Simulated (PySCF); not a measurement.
## Functional dependence of a UV spectrum

Ethyl chloride, C2H5Cl.
Atom-mapped SMILES: `[CH3:1][CH2:2][Cl:3]` (hydrogens: H4, H5, H6 on C1; H7, H8 on C2)

Geometry (PBE0-D3(BJ)/def2-SVP, Å), atoms numbered from 1 in this order:
```xyz
8
C2H5Cl angstrom
C      0.778    0.168    0.056
C     -0.651   -0.290   -0.102
Cl    -1.809    0.989    0.380
H      0.993    0.435    1.101
H      1.467   -0.638   -0.245
H      0.981    1.049   -0.571
H     -0.872   -1.165    0.526
H     -0.886   -0.548   -1.144
```

Linear-response calculations in the def2-SVPD basis (PySCF; singlets by full response, triplets Tamm–Dancoff, core orbitals frozen in the response; HF means time-dependent Hartree–Fock). 'Strongest' is the level of largest summed f among the singlets computed (10 roots, of which the last may lack a degenerate partner); it can jump between rows when another state enters that window. S1 is the lowest singlet of each run and needn't be the same state throughout; f(S1) is that of one state. Isolated species at its PBE0-D3(BJ)/def2-SVP geometry, gas phase.

| functional | kind | S1 (eV) | f(S1) | strongest (eV) | T1 (eV) | HOMO (eV) | gap (eV) | ionisation energy, ΔSCF (eV) |
| --- | --- | --- | --- | --- | --- | --- | --- | --- |
| LDA | LDA | 6.81 | 0.000 | 8.59 | 6.30 | -7.08 | 6.52 | 10.79 |
| PBE | GGA | 6.83 | 0.000 | 8.65 | 6.27 | -7.01 | 6.59 | 10.70 |
| B3LYP | global hybrid, 20% exact exchange | 7.17 | 0.001 | 9.17 | 6.54 | -8.15 | 8.37 | 10.99 |
| PBE0 | global hybrid, 25% exact exchange | 7.33 | 0.001 | 9.47 | 6.63 | -8.41 | 8.92 | 10.99 |
| BHandHLYP | global hybrid, 50% exact exchange | 7.63 | 0.002 | 9.94 | 6.92 | -9.70 | 10.82 | 11.03 |
| CAM-B3LYP | range-separated hybrid | 7.37 | 0.002 | 9.67 | 6.68 | -9.82 | 11.10 | 11.11 |
| wB97X-D | range-separated hybrid | 7.46 | 0.002 | 9.56 | 6.80 | -10.31 | 12.56 | 11.11 |
| HF | Hartree–Fock | 8.31 | 0.002 | 10.35 | 7.45 | -11.75 | 14.47 | not settled |

What does LC-wPBE (range-separated hybrid) give?

S1 (eV) 7.62, f(S1) 0.001, strongest (eV) 10.04, T1 (eV) 6.83, HOMO (eV) -11.26, gap (eV) 13.68, ionisation energy, ΔSCF (eV) 11.22. S1 runs from 6.81 eV (LDA) to 8.31 eV (HF), a spread of 1.50 eV, while the orbital gap spreads over 7.9 eV. Along PBE (0%), B3LYP (20%), PBE0 (25%), BHandHLYP (50%), HF (100%) S1 rises with the share of exact exchange. −ε(HOMO) comes closest to its own ΔSCF ionisation energy with LC-wPBE (+0.03 eV) and misses most with LDA (-3.71 eV). 'Not settled' means that the ion's SCF failed to converge or may have ended in another state than the lowest.
